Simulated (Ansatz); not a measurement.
Results of PBE0 in Ansatz (plane waves, PAW) for fcc Pt.

Run with plane-wave cutoff 460 eV, 14×14×14 k mesh, Fermi–Dirac smearing 0.05 eV, scalar-relativistic PAW data made under PBE.

Cell (relaxed at this level):

Space group Fm-3m (No. 225); a = 3.927 Å, b = 3.927 Å, c = 3.927 Å, α = 90.00°, β = 90.00°, γ = 90.00°

```json
[
 {"atom": "Pt", "site": "4a", "symmetry": "m-3m", "x": "0.0000", "y": "0.0000", "z": "0.0000"}
]
```
(The calculation used a cell of 1 atom; values per cell refer to that cell.)

Task: Predict the bulk modulus B0.

Result: 
bulk modulus B0: 270 GPa

Measured, for comparison: bulk modulus 289 GPa (corrected for temperature and zero-point phonon effects; as tabulated in Levämäki et al. (2014), arXiv:1402.3671). Computed (rounded) less measured: bulk modulus -7 %.

Spin–orbit coupling is not included.

Static lattice: no zero-point or thermal effects.

Ansatz is a program for electronic structure.
